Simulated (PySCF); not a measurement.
## Frontier levels across methods

C4H7FS.
Structure used (PBE0-D3(BJ)/def2-SVP), in Å, numbered top down from 1:
```
atom  x, y, z in Å
C1     1.5905    0.5384    0.3700
C2     0.8381   -0.7359    0.1053
S3     0.3380   -1.1542   -1.5973
C4    -0.6291   -0.7666   -0.1160
C5    -1.4375    0.4986   -0.1316
F6    -1.6673    0.9162    1.1590
H7     1.4459    0.8480    1.4178
H8     2.6666    0.3929    0.1984
H9     1.2551    1.3547   -0.2830
H10    1.2281   -1.6058    0.6472
H11   -1.1619   -1.6234    0.3144
H12   -0.9076    1.2919   -0.6808
H13   -2.4080    0.3242   -0.6245
```

Basis pcSseg-1 throughout (PySCF), one geometry. Geometry: PBE0-D3(BJ)/def2-SVP, one conformer, isolated molecule.

Question: How do the orbital energies, the gap and the dipole change with the method?

Answer: 
| method | kind | HOMO (eV) | LUMO (eV) | gap (eV) | μ (D) | SCF cycles |
| --- | --- | --- | --- | --- | --- | --- |
| BLYP | GGA | -5.35 | -0.78 | 4.57 | 0.57 | 14 |
| B97-D | GGA | -5.51 | -0.84 | 4.66 | 0.60 | 15 |
| PBE | GGA | -5.53 | -0.94 | 4.59 | 0.61 | 14 |
| OPBE | GGA | -5.53 | -0.86 | 4.66 | 0.65 | 15 |
| KT3 | GGA | -5.61 | -0.93 | 4.68 | 0.61 | 15 |
| KT2 | GGA | -5.62 | -0.96 | 4.66 | 0.64 | 16 |
| BP86 | GGA | -5.64 | -1.03 | 4.60 | 0.62 | 14 |
| LDA | LDA | -5.66 | -1.14 | 4.51 | 0.61 | 14 |
| B3LYP | global hybrid | -6.54 | -0.15 | 6.39 | 0.57 | 13 |
| B97-2 | global hybrid | -6.56 | 0.01 | 6.56 | 0.60 | 12 |
| PBE0 | global hybrid | -6.80 | 0.07 | 6.87 | 0.60 | 12 |
| mPW1PW91 | global hybrid | -6.84 | 0.05 | 6.89 | 0.60 | 12 |
| BHandHLYP | global hybrid | -7.92 | 1.21 | 9.13 | 0.56 | 12 |
| CAM-B3LYP | range-separated hybrid | -8.14 | 1.25 | 9.39 | 0.56 | 12 |
| wB97X-D | range-separated hybrid | -8.71 | 1.85 | 10.56 | 0.61 | 13 |
| LC-wPBE | range-separated hybrid | -9.58 | 2.39 | 11.97 | 0.59 | 14 |
| HF | Hartree–Fock | -9.69 | 3.95 | 13.64 | 0.60 | 11 |

The HOMO spans 4.34 eV, from BLYP down to HF, and the gap runs from 4.51 eV (LDA) to 13.64 eV (HF). Over the methods BLYP (0 %), B97-D (0 %), PBE (0 %), OPBE (0 %), KT3 (0 %), KT2 (0 %), BP86 (0 %), LDA (0 %), B3LYP (20 %), B97-2 (21 %), PBE0 (25 %), mPW1PW91 (25 %), BHandHLYP (50 %), HF (100 %), a straight line through the gap against the share of exact exchange rises by 0.90 eV for each 10 % (correlation coefficient 1.000). The dipole ranges from 0.56 D (CAM-B3LYP) to 0.65 D (OPBE). This basis has no diffuse functions.
